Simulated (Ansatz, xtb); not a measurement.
## C3H3ClN2: 3 structures ranked

3 gas-phase structures of C3H3ClN2, from a drawn sample of its isomers (lower ones may exist). Each was relaxed with GFN2-xTB:

A. `Clc1ncc[nH]1`, a singlet
B. `Clc1cnc[nH]1`, a singlet
C. `Clc1c[nH]cn1`, a singlet

Question: Estimate their order in r2SCAN-D4/def2-SVP//GFN2-xTB energy at these geometries, lowest first.

Answer: Calculated order at r2SCAN-D4/def2-SVP//GFN2-xTB: C (0.0), A (0.2), B (1.9) kcal/mol. Less than 1 kcal/mol parts C and A, so the order within that pair means little.

Energies above the lowest of each column, in kcal/mol; the last columns are at r2SCAN-D4/def2-SVP geometries:

```
structure  GFN2-xTB  HF/STO-3G  r2SCAN-D4/def2-SVP//GFN2-xTB  r2SCAN-D4/def2-SVP  CCSD(T)/def2-SVP + ΔMP2/def2-TZVPP
        C       0.6        0.0                           0.0                 0.0                                 0.0
        A       0.0        1.3                           0.2                 0.2                                 0.4
        B       0.7        1.5                           1.9                 1.9                                 1.7
```

CCSD(T)/def2-SVP + ΔMP2/def2-TZVPP has A and C within 1 kcal/mol of each other at the bottom, and every level picks one of them. ΔMP2 is the change of the MP2 energy from the smaller to the larger basis.

Programs: Ansatz 0.2.0, xtb 6.7.1.
